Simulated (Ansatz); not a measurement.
The same path of BH$_{6}$Si (8 atoms, charge 0, multiplicity 2) was run twice with different band settings.

Theory: UKS LDA/def2-SVP (Ansatz 0.2.0).

Relaxed end points:

```xyz
8
Properties=species:S:1:pos:R:3
B 0.179 0.144 0.653
H 0.413 1.324 0.469
H 0.803 -0.773 0.156
H -1.012 -0.145 0.995
Si -0.094 -0.105 2.691
H -0.592 -1.475 3.057
H 1.314 0.092 3.230
H -1.011 0.940 3.262
```

```xyz
8
Properties=species:S:1:pos:R:3
B -0.075 0.108 0.637
H 0.619 -0.872 1.055
H 0.536 1.119 0.344
H -1.165 -0.195 0.194
Si 0.029 -0.053 2.699
H -0.517 -1.353 3.220
H 1.429 0.150 3.204
H -0.855 1.096 3.158
```

Common settings: movable images 5; climbing image yes; optimiser quadratic models (default); start path through a guess of the saddle point; force threshold 0.05 eV/Å; iteration limit 60; end points relaxed.

| run | spring |
| --- | --- |
| 1 | 5.0 eV/Å² |
| 2 | 20.0 eV/Å² |

What does each run give, and how far can it be trusted?

Run 1: converged after 27 iterations, highest image 0.762 eV above the first end. A vibrational analysis at the climbing image gives one clearly imaginary mode, 768i cm⁻¹: a first-order saddle point.
Run 2: converged after 34 iterations, highest image 0.762 eV above the first end. Another band between the same ends (5 images) ends at a top of the same energy, where a vibrational analysis finds 1 clearly imaginary mode.
